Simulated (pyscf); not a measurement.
Routes from `[CH3][InH2]` + `[FH]`

Candidate steps break at most two bonds and form at most two. Each was searched with GFN2-xTB (tblite) first. Optimised with ωB97X-D3(BJ)/def2-SVP in PySCF. Energies: ωB97M-D3(BJ)/def2-TZVP, kcal/mol, from the separated reactants, singlet surface; ΔG‡ with ideal gas, 1 atm, RRHO with modes under 100 cm⁻¹ raised to 100, one conformer, R ln 2 for chiral ones without a mode under 150 cm⁻¹.

```csv
products,type,ΔE‡,ΔE,ΔG‡ 298 K,ΔG‡ 900 K,ν‡ (cm⁻¹)
H₃C–InH–F + H₂,four-centre exchange,2.1,-16.3,11.7,33.2,989i
CH₄ + F–InH₂,four-centre exchange,3.3,-26.9,12.7,34.6,1041i
```

Row 1: On the reactant side the descent ends in an adduct with a F–In contact, 7.3 kcal/mol under the separated species and 7.7 kcal/mol under the saddle at ωB97X-D3(BJ)/def2-TZVP. Row 2: On the reactant side the descent ends in an adduct with a F–In contact, 6.8 kcal/mol under the separated species and 9.3 kcal/mol under the saddle at ωB97X-D3(BJ)/def2-TZVP. On the product side the descent ends in a complex, 4.3 kcal/mol under the separated species and 33.0 kcal/mol under the saddle at ωB97X-D3(BJ)/def2-TZVP. 

Plain bond fissions and candidates not yet searched are not listed, and one of them may be faster. Each barrier is that of the saddle found; lower ones may exist. Elements past Kr carry the def2 core potentials, without spin-orbit coupling.
